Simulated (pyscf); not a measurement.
**Addition: F–CH•–F + ethylene (H₂C=CH₂) → •H₂C–CH₂–CH(F)–F**

Gas phase, doublet surface, charge 0. Bonds broken: none. Bonds formed: C2–C5. Optimised with ωB97X-D3(BJ)/def2-SVP in PySCF.

Transition state (Å):

```xyz
10

F     -1.7113    -0.8754     1.2387
C     -1.9569    -0.8762    -0.0651
F     -1.7812    -2.0903    -0.5821
H     -2.9314    -0.4320    -0.3245
C     -0.2291     0.3949    -0.9730
C      0.0245     1.4076    -0.1119
H      0.3341    -0.5426    -0.9230
H     -0.8053     0.5625    -1.8892
H      0.6786     1.2677     0.7542
H     -0.4549     2.3858    -0.2208
```

One imaginary mode, 362i cm⁻¹; descent along it reached the two sides named.

```
bond   change  reactant side (Å)  saddle  product side
-----  ------  -----------------  ------  ------------
C2–C5   forms                4.0   2.329         1.516
```

Electronic energies relative to the separated reactants (kcal/mol):

| level | barrier | reaction energy | reverse barrier |
|---|---|---|---|
| ωB97X-D3(BJ)/def2-TZVP | 3.3 | -33.1 | 36.5 |
| PBE/def2-TZVP | 0.9 | -29.4 | 30.3 |
| r²SCAN/def2-TZVP | 0.5 | -33.4 | 33.9 |
| B3LYP-D3(BJ)/def2-TZVP | 2.2 | -29.1 | 31.3 |
| PBE0-D3(BJ)/def2-TZVP | 1.6 | -34.6 | 36.2 |
| M06-2X/def2-TZVP | 3.6 | -32.4 | 36.0 |
| ωB97M-D3(BJ)/def2-TZVP | 3.9 | -31.6 | 35.5 |
| HF/def2-TZVP | 8.8 | -28.2 | 37.0 |

With ωB97M-D3(BJ)/def2-TZVP energies and thermal terms (ideal gas, 1 atm, RRHO with modes under 100 cm⁻¹ raised to 100, one conformer, R ln 2 for rigid chiral ones), in kcal/mol:

| T (K) | ΔH‡ | ΔG‡ | ΔH | ΔG |
|---|---|---|---|---|
| 298 | 4.3 | 14.4 | -29.8 | -18.8 |
| 600 | 4.8 | 24.4 | -29.0 | -7.9 |
| 900 | 5.5 | 34.0 | -28.0 | +2.4 |
| 1200 | 6.1 | 43.5 | -26.9 | +12.4 |

This is the saddle that the search found; another between the same sides may lie lower.
